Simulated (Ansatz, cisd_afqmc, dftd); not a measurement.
Reaction: CH4 (SMILES C) → CH4+ (parent SMILES C, doublet) + e-
Each species at its own B3LYP-D3(BJ)/def2-TZVP minimum (Ansatz, a program for electronic structure).

Quantity: adiabatic ionisation energy (electronic), in eV. Radicals and triplets start from unrestricted determinants; spin-orbit coupling is neglected. Correlated methods leave the cores frozen. Rows without X2C or -DK are non-relativistic. AFQMC/CISD: phaseless, guided by CISD from CCSD amplitudes; bars are statistical, one sigma. Outlying blocks are dropped, and bars are widened where a walk drifts. Over all cases where full CI ran beside it in this data, AFQMC minus full CI had a median of +0.1 mEh and passed +0.4 mEh in a tenth of the cases. CBS(X,Y): correlation extrapolated as X^-3, Hartree-Fock from the larger set (Q,5: extrapolated as (X+1)exp(-9√X)). A bracket is a step between two methods taken in the basis named. The functionals are non-relativistic, so their misses hold any scalar relativity. Double hybrids freeze cores in their MP2 part. 'core' is core correlation in cc-pwCVTZ, 'X2C' scalar relativity in cc-pVTZ-DK, both at CCSD(T). The spin of CH4+ (parent SMILES C, doublet) was assumed, and the state is the lowest solution found for it.

| level | program | adiabatic ionisation energy (eV) | difference against the last row |
|---|---|---|---|
| B3LYP-D3(BJ)/def2-TZVPD | Ansatz + dftd3 | 12.70 | -0.23 |
| CAM-B3LYP/def2-TZVPD | Ansatz | 12.72 | -0.21 |
| B2GP-PLYP/def2-TZVPD | Ansatz | 12.75 | -0.18 |
| MP2/cc-pVDZ | Ansatz | 12.64 | -0.29 |
| CCSD/cc-pV5Z | Ansatz | 12.88 | -0.05 |
| CCSD/CBS(cc-pVQZ,cc-pV5Z) | Ansatz | 12.89 | -0.04 |
| CCSD(T)/CBS(cc-pVTZ,cc-pVQZ) + core + X2C | Ansatz | 12.93 | 0.00 |
| CCSDT(Q)/cc-pVDZ | Ansatz | 12.64 | -0.29 |
| CCSDT(Q)/cc-pVTZ | Ansatz | 12.85 | -0.08 |
| CCSDTQ/cc-pVDZ | Ansatz | 12.64 | -0.29 |
| AFQMC/CISD/cc-pVDZ | cisd_afqmc | 12.65 ± 0.01 | -0.28 |
| CCSD(T)/CBS(cc-pVQZ,cc-pV5Z) + [CCSDTQ - CCSD(T)]/cc-pVDZ + core + X2C | Ansatz | 12.93 | 0.00 |
| CCSD(T)/CBS(cc-pVQZ,cc-pV5Z) + [CCSDT(Q) - CCSD(T)]/cc-pVQZ + [CCSDTQ - CCSDT(Q)]/cc-pVDZ + core + X2C | Ansatz | 12.93 | 0.00 |
